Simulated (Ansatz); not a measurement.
# SiH₂ (singlet): the correlation ladder at angle H2–Si1–H3 = 140.1°, cc-pVDZ

How much of the correlation energy of SiH₂ (singlet) does each wave-function method recover here?

Computed with Ansatz 0.2.0, Gaussian basis. Level: cc-pVDZ, core rule «outside noble gas», up to 5 orbitals frozen.

Plan: UHF; CCSD(T) on RHF; CCSD(T) on UHF; BCCD(T) on RHF; CISD; CCSDT(Q) on RHF; CCSDT(Q) on UHF; CCSDTQ on RHF; CASSCF and MRCISD+Q, 2 electrons in 2 orbitals; CASSCF and NEVPT2, 2 electrons in 2 orbitals; CASSCF and MRCISD+Q, 6 electrons in 6 orbitals; CASSCF and NEVPT2, 6 electrons in 6 orbitals; Full CI.

9 further runs of the same task are left out: 1 for a mislabelled method, 7 that didn't finish, 1 set aside as unsound or not needed.

## (1) The geometry

The geometry derives from a PBE0/def2-TZVP stationary point (not a proven minimum). One angle is set to the value named; bond lengths are kept.

3 atoms, charge 0, spin multiplicity 1.

Atoms are counted from 1 here; the program's logs count them from 0.

Bond lengths: Si1–H2 1.526 Å, Si1–H3 1.526 Å. Angles: H2–Si1–H3 140.1°.

## (2) UHF

Contents of in.yaml:

```yaml
crystal:
  periodic: [false, false, false]
  atoms:
    - {symbol: Si, position_ang: [0.000000, -0.034859, 0.000000]}
    - {symbol: H, position_ang: [0.000000, 0.485655, -1.433991]}
    - {symbol: H, position_ang: [0.000000, 0.485655, 1.433991]}
basis:
  gaussian: {orbitals: cc-pVDZ}
magnetization: {spin_polarized: true, initial_magnetization: 0}
hamiltonian: {xc: hf}
output: {orbitals: {seedname: orbitals}}
```

The run is started by

```bash
$ ansatz run in.yaml --threads 1 --pin off --events-out ev --progress --plain --max-ram 2393MiB
```

Further steps of the session: CCSD(T) on RHF; CCSD(T) on UHF; BCCD(T) on RHF; CISD; CCSDT(Q) on RHF; CCSDT(Q) on UHF; CCSDTQ on RHF; CASSCF and MRCISD+Q, 2 electrons in 2 orbitals; CASSCF and NEVPT2, 2 electrons in 2 orbitals; CASSCF and MRCISD+Q, 6 electrons in 6 orbitals; CASSCF and NEVPT2, 6 electrons in 6 orbitals; Full CI.

Before running them: what should the planned runs give, taken together? Wanted: FCI below the RHF energy; RMP2 from FCI; RCCSD from FCI; RCCSD(T) from FCI; RCCSDT(Q) from FCI; NEVPT2 pair from FCI; NEVPT2 valence from FCI; MRCISD+Q valence from FCI; T1 diagnostic.

As calculated:

| quantity | value |
| --- | --- |
| FCI below the RHF energy | -3.3745 eV |
| RMP2 from FCI | +940.8 meV |
| RCCSD from FCI | +108.6 meV |
| RCCSD(T) from FCI | +31.0 meV |
| RCCSDT(Q) from FCI | +1.0 meV |
| NEVPT2 pair from FCI | +780.0 meV |
| NEVPT2 valence from FCI | +624.4 meV |
| MRCISD+Q valence from FCI | +10.3 meV |
| levels within 1 kcal/mol (43 meV) | RCCSD(T), BCCD(T), RCCSDT, RCCSDT(Q), RCCSDTQ, MRCISD+Q valence |
| T1 diagnostic | 0.016 |
| effectively unpaired electrons | 0.20 |

In words: RCCSD(T) lands +31.0 meV from the yardstick (0.9 % of the correlation energy). One determinant dominates. Of the multireference levels listed MRCISD+Q valence comes nearest in total energy (+10.3 meV), which doesn't show that its space is the better one. These misses are within one basis, not against nature.
